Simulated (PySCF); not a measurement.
CN, SMILES [C]#N (connectivity only; charge and spin as stated), charge -1, multiplicity 1.

The structure is a stationary point at PBE-D3(BJ)/def2-TZVPD.

All values below come from PBE-D3(BJ)/def2-TZVPD (PySCF 2.14.0).

No scaling factor is applied to the harmonic values.

Computed normal modes with their intensities:
```
mode  ν (cm⁻¹)  IR (km/mol)  moving atoms (share of kinetic energy)
----  --------  -----------  --------------------------------------
1         2068         13.0                          C 54 %, N 46 %
```
